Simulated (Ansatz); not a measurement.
Input file:

```yaml
crystal:
  periodic: [false, false, false]
  atoms:
    - { symbol: Al, position_ang: [0.178839, 0.072344, -0.090791] }
    - { symbol: O, position_ang: [0.746715, -0.257501, 1.51931] }
    - { symbol: H, position_ang: [0.219471, -0.519563, 2.294336] }
    - { symbol: H, position_ang: [1.650331, 0.392151, -0.453978] }
    - { symbol: "N", position_ang: [-1.42253, 0.016012, -0.856764] }
    - { symbol: H, position_ang: [-2.293741, -0.258447, -0.396665] }
    - { symbol: H, position_ang: [-1.608084, 0.273603, -1.828047] }
basis:
  gaussian: { orbitals: def2-SVP }
hamiltonian:
  xc: pbe
  dispersion: d4
relax:
  f_tol: 0.03
  max_steps: 50
output:
  orbitals: {}
```

Command:

```bash
$ ansatz run input.yaml --threads 1 --pin off --max-ram 2048MiB --backend cpu --events-out ev --progress --plain --runs-dir out
```

Hardware: 1 thread of Intel(R) Xeon(R) Platinum 8259CL CPU @ 2.50GHz (Skylake/Cascade Lake), on a shared host.

Q: Roughly how long does this run take, and how much memory?

A: 16 s, with a peak of 0.15 GiB, for 8 ionic steps.
